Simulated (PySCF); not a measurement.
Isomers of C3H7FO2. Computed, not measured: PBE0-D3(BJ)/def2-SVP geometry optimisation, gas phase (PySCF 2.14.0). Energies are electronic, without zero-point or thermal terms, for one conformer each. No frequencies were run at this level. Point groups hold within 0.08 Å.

**Question.** Rank from lowest to highest electronic energy at this level (kcal/mol).
A. `[CH3:1][O:2][CH2:3][O:4][CH2:5][F:6]` with C1–O2–C3–O4 70°, O2–C3–O4–C5 72°, C3–O4–C5–F6 75°
B. `[CH3:1][O:2][C@@H:3]([F:4])[CH2:5][OH:6]` with C1–O2–C3–F4 68°, O2–C3–C5–O6 -176°, C3–C5–O6–H 55°

**Answer.** B (0.0), A (6.0).

As drawn, the lower has an O–H bond, which the higher lacks.

| SMILES | E (Eh) | E rel (kcal/mol) | dipole (D) | point group | A, B, C (MHz) |
| --- | --- | --- | --- | --- | --- |
| CO[C@@H](F)CO | -368.13894 | 0.0 | 1.86 | C1 | 8295, 2151, 1831 |
| COCOCF | -368.12944 | 6.0 | 1.90 | C1 | 9685, 1833, 1789 |

**Question.** How do the relative energies change in single points at wB97X-D/def2-SVPD (no added dispersion term) on the same geometries?

**Answer.** 
| SMILES | PBE0-D3(BJ)/def2-SVP (kcal/mol) | wB97X-D/def2-SVPD (kcal/mol) | shift |
| --- | --- | --- | --- |
| CO[C@@H](F)CO | 0.0 | 0.0 | 0.0 |
| COCOCF | 6.0 | 7.2 | +1.2 |

Each column counts from its own lowest isomer. The order is unchanged; the largest shift is 1.2 kcal/mol.
